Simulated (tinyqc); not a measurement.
Worked calculation: Born-Oppenheimer dynamics on the RHF/sto-3g surface (energies and gradients from PySCF), for BH3, spin multiplicity 1. Computed by tinyqc, a small Python program that keeps every step (integrals from PySCF). Settings: charge = 0, multiplicity = 1, basis = sto-3g, time step (fs) = 0.2, steps = 16. Command: `OMP_NUM_THREADS=1 python tinyqc.py 20814 20815 out.jsonl` (the two numbers bound the seeds that draw the settings). One thread of a shared host (Intel(R) Xeon(R) Processor @ 2.60GHz), about 2 s of CPU time with the checks.

## Velocity Verlet step 1

positions (bohr):
```
           x         y         z
1B   0.01512  -0.08504   0.03968
2H   2.30736  -0.01134  -0.03590
3H  -1.21320   1.99366  -0.05480
4H  -1.17919  -1.93886   0.04346
```

velocities (bohr per atomic time unit):
```
              x            y            z
1B   0.00001602  -0.00003785   0.00000934
2H   0.00004902   0.00009415  -0.00006966
3H  -0.00014198   0.00015215  -0.00010166
4H  -0.00008198   0.00016715   0.00006934
```

gradient (hartree/bohr):
```
             x           y           z
1B   0.0085485  -0.0597373   0.0112616
2H   0.0341685   0.0052397  -0.0037133
3H  -0.0347457   0.0545113  -0.0048992
4H  -0.0079713  -0.0000136  -0.0026492
```

masses (electron masses): 1B 20068.73532, 2H 1837.15259, 3H 1837.15259, 4H 1837.15259

gradient after step 1 (hartree/bohr):
```
             x           y           z
1B   0.0086278  -0.0602736   0.0113295
2H   0.0340835   0.0053055  -0.0037324
3H  -0.0348570   0.0546277  -0.0049349
4H  -0.0078543   0.0003403  -0.0026622
```

dt = 0.2 fs = 8.2683 atomic units; x' = x + v dt - g dt^2 / (2m); after the new gradient g', v' = v - (g + g') dt / (2m).

positions after step 1 (bohr):
```
           x         y         z
1B   0.01524  -0.08525   0.03974
2H   2.30713  -0.01066  -0.03641
3H  -1.21373   1.99390  -0.05555
4H  -1.17972  -1.93748   0.04409
```

velocities after step 1 (bohr per atomic time unit):
```
              x            y            z
1B   0.00001248  -0.00001313   0.00000468
2H  -0.00010457   0.00007042  -0.00005291
3H   0.00001464  -0.00009344  -0.00007953
4H  -0.00004637   0.00016642   0.00008129
```

## Velocity Verlet step 2

gradient after step 2 (hartree/bohr):
```
             x           y           z
1B   0.0087686  -0.0602630   0.0113440
2H   0.0336277   0.0053452  -0.0037330
3H  -0.0346682   0.0542421  -0.0049419
4H  -0.0077281   0.0006756  -0.0026692
```

As before.

positions after step 2 (bohr):
```
           x         y         z
1B   0.01532  -0.08525   0.03976
2H   2.30563  -0.01017  -0.03678
3H  -1.21296   1.99212  -0.05612
4H  -1.17996  -1.93611   0.04481
```

velocities after step 2 (bohr per atomic time unit):
```
              x            y            z
1B   0.00000889   0.00001170   0.00000001
2H  -0.00025694   0.00004645  -0.00003611
3H   0.00017109  -0.00033843  -0.00005731
4H  -0.00001131   0.00016413   0.00009329
```

## Energy conservation

The total energy should stay constant up to terms of order dt^2; the step counts as short enough if it moves by less than 2 % of the largest kinetic energy.

Trajectory:

| time (fs) | 1B-2H (angstrom) | potential (hartree) | kinetic (hartree) | total (hartree) |
|---|---|---|---|---|
| 0.00000 | 1.21429 | -26.0602150 | 0.0001182 | -26.0600968 |
| 0.20000 | 1.21413 | -26.0601649 | 0.0000682 | -26.0600967 |
| 0.40000 | 1.21330 | -26.0603311 | 0.0002340 | -26.0600971 |
| 0.60000 | 1.21182 | -26.0607070 | 0.0006090 | -26.0600980 |
| 0.80000 | 1.20970 | -26.0612784 | 0.0011790 | -26.0600994 |
| 1.00000 | 1.20697 | -26.0620231 | 0.0019219 | -26.0601012 |
| 1.20000 | 1.20365 | -26.0629121 | 0.0028086 | -26.0601035 |
| 1.40000 | 1.19979 | -26.0639092 | 0.0038031 | -26.0601062 |
| 1.60000 | 1.19543 | -26.0649728 | 0.0048636 | -26.0601091 |
| 1.80000 | 1.19062 | -26.0660560 | 0.0059436 | -26.0601124 |
| 2.00000 | 1.18542 | -26.0671087 | 0.0069929 | -26.0601157 |
| 2.20000 | 1.17990 | -26.0680789 | 0.0079598 | -26.0601191 |
| 2.40000 | 1.17413 | -26.0689151 | 0.0087927 | -26.0601224 |
| 2.60000 | 1.16818 | -26.0695684 | 0.0094431 | -26.0601253 |
| 2.80000 | 1.16213 | -26.0699961 | 0.0098684 | -26.0601277 |
| 3.00000 | 1.15606 | -26.0701642 | 0.0100348 | -26.0601294 |
| 3.20000 | 1.15005 | -26.0700510 | 0.0099209 | -26.0601301 |

The total energy moves within 3.3e-05 hartree, under 2 % of the largest kinetic energy.
